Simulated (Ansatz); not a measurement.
## Ansatz (development build ahead of 0.2.0) run

```yaml
crystal:
  periodic: [false, false, false]
  atoms:
    - { symbol: C, position_ang: [1.02534, -0.55352, -0.01608] }
    - { symbol: C, position_ang: [0.02107, 0.57465, -0.01609] }
    - { symbol: O, position_ang: [-1.25603, 0.0221, -0.02066] }
    - { symbol: H, position_ang: [0.12158, 1.21091, 0.91128] }
    - { symbol: H, position_ang: [0.15329, 1.22396, -0.87443] }
    - { symbol: H, position_ang: [2.00384, -0.13989, -0.00853] }
    - { symbol: H, position_ang: [0.86353, -1.21388, 0.87645] }
    - { symbol: H, position_ang: [0.88812, -1.20315, -0.90484] }
basis:
  gaussian: { orbitals: cc-pVTZ }
magnetization:
  spin_polarized: true
  initial_magnetization: 1
hamiltonian:
  xc: hf
correlation:
  method: mp2
  frozen_orbitals: { C: 1, H: 0, O: 1 }
output:
  forces: true
```

The input is written out in the form of the current development build from the run's settings.

Output:

| Property | Result |
| --- | --- |
| Converged | yes |
| Reference energy | -153.51555 hartree |
| Correlation energy | -0.54098 hartree |
| Total energy | -154.05653 hartree |
| Spin squared of the determinant | 0.759 |
| Stability test | minimum |

Forces (eV/Å):
```
atom      Fx      Fy      Fz
  C1  -1.012  -1.646   0.413
  C2  -0.743   0.782   0.789
  O3   0.213   0.006   0.104
  H4   0.002  -0.733  -0.741
  H5   0.205   0.125  -0.264
  H6   0.887   0.172   0.004
  H7   0.281   0.740  -0.762
  H8   0.166   0.553   0.456
```
